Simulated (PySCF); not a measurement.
**Na2O: fields on a plane**

All numbers come from PBE0/[O def2-TZVP, Na def2-TZVP], no relativity, density fitting, PySCF.

The singlet minimum has O–Na 1.972 Å (×2); Na–O–Na 180.0°.

The plane holds O1 at (0.00, 0.00), Na2 at (1.97, 0.00), Na3 at (-1.97, 0.00) Å. Columns run from x = -4.05 to 4.35 Å, rows from y = 2.25 (top) to -1.95 Å, in steps of 0.3 Å. Other isomers or separated fragments may lie lower.

Question: Give the electron localisation function (set to 0 where the density is under 0.005 e/Å³). Lower edges of the bins: '_' 0.000, '.' 0.086, ':' 0.173, '-' 0.259, '=' 0.346, '+' 0.432, '*' 0.518, '#' 0.605, '%' 0.691, '@' 0.778; top 0.86, each point printed twice.

Answer: 
```
__________________________________________________________
__________________::::::::::::::::::::____________________
__________________..----------------..____________________
____________________--++++++++++++--______________________
____________________::**########**::______________________
__________::++**--__..##%%@@@@%%##..__--**++::____________
________::##@@@@@@::..%%@@@@@@@@%%..::@@@@@@##::__________
________--%%@@::@@++__%%@@....@@%%__++@@::@@%%--__________
________--%%@@::@@++__%%@@....@@%%__++@@::@@%%--__________
________::##@@@@@@::..%%@@@@@@@@%%..::@@@@@@##::__________
__________::++**--__..##%%@@@@%%##..__--**++::____________
____________________::**########**::______________________
____________________--++++++++++++--______________________
__________________..----------------..____________________
__________________::::::::::::::::::::____________________
```

Question: Give the electrostatic potential (V) (cut at 20 V). Lower edges of the bins (V): '0' -5.29, '1' -5.14, '2' -4.90, '3' -4.53, '4' -3.93, '5' -2.99, '6' -1.50, '7' 0.87, '8' 4.62, '9' 10.57; top 20.0.

Answer: 
```
66666666666555555666666666666
67777766665554455566667777766
77777777665543345566777777776
77777777765421124567777777777
77777888775410014577888777777
77778899876456654678998877777
77788999987689986789999887777
77788999997799997799999887777
77788999997799997799999887777
77788999987689986789999887777
77778899876456654678998877777
77777888775410014577888777777
77777777765421124567777777777
77777777665543345566777777776
67777766665554455566667777766
```
